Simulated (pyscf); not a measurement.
H₂N–GeH₃ (SMILES [NH2][GeH3]) + H₂B–F (SMILES BF) → H₂B–NH–GeH₃ (SMILES B[NH][GeH3]) + HF (SMILES F), a four-centre exchange (singlet surface; H–N, B–F broken, B–N, F–H formed). Structures and frequencies: ωB97X-D3(BJ)/def2-SVP in PySCF. Energies in kJ/mol from the separated reactants.

Small-basis levels: PySCF, no dispersion term, spherical d functions. AM1 to PM7: differences of heats of formation from MOPAC. GFN2-xTB: tblite. Cost: rough CPU time at the saddle relative to B3LYP/6-31G*+LANL2DZ, from one job on a shared machine.

```
level                      barrier  reaction energy        cost
----------------------  ----------  ---------------  ----------
HF/6-31G*+LANL2DZ            106.4            +36.6         0.1
PBE/6-31G*+LANL2DZ      (withheld)            +41.5           2
B3LYP/LANL2DZ                  1.8            -24.8         0.9
GFN2-xTB                     102.8            +57.0  under 0.02
AM1                     (withheld)            -26.8  under 0.02
PM3                           90.6            -23.7  under 0.02
PM7                          103.3            -35.4  under 0.02
ωB97M-D3(BJ)/def2-TZVP  (withheld)             +0.1           –
```

Question: What belongs in the gaps?

Answer: 
- PBE/6-31G*+LANL2DZ, barrier: 17.5
- AM1, barrier: 200.8
- ωB97M-D3(BJ)/def2-TZVP, barrier: 38.2

Against the last row the barrier runs from -36.4 (B3LYP/LANL2DZ) to +162.6 kJ/mol (AM1). At PBE/6-31G*+LANL2DZ this geometry lies under one side, so the entry may be no barrier of that level: it is a single point on another level's saddle. ωB97M-D3(BJ)/def2-TZVP has limits of its own. On the reactant side the descent ends in an adduct with a B–N contact (not fully relaxed), 103.8 kJ/mol under the separated species and 140.4 kJ/mol under the saddle at ωB97X-D3(BJ)/def2-TZVP. On the product side the descent ends in a complex, 23.1 kJ/mol under the separated species and 60.7 kJ/mol under the saddle at ωB97X-D3(BJ)/def2-TZVP. What is counted as formed (B–N) is already present as a longer contact in the reactant adduct; forming that adduct is a step of its own. One saddle was located; it need not be the lowest between these sides. In the def2 sets elements up to Kr have no core potential.
